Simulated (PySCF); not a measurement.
**Shapes and spin states of OS2**

Computed with PBE0/[O def2-TZVP, S def2-TZVP], no relativity, density fitting, PySCF.

Relaxations began from a few typed shapes and spin states; open shells are unrestricted. The search is not exhaustive: other isomers or separated fragments can lie lower, and high-lying points may rest on an excited occupation.

| spin | group | bonds | angles | imaginary modes (cm⁻¹) | ΔE (kJ/mol) | ΔE with ZPE (kJ/mol) |
| --- | --- | --- | --- | --- | --- | --- |
| triplet | Cs | O–S 1.484 Å, S–S 2.070 Å | O–S–S 104.2° | none | 0.0 | 0.0 |
| singlet | C2v | O–S 1.698 Å (×2), S–S 2.019 Å | O–S–S 53.5° (×2), S–O–S 73.0° | none | 36.6 | 38.4 |

The lowest minimum found is the triplet Cs: O–S 1.484 Å, S–S 2.070 Å; O–S–S 104.2°.
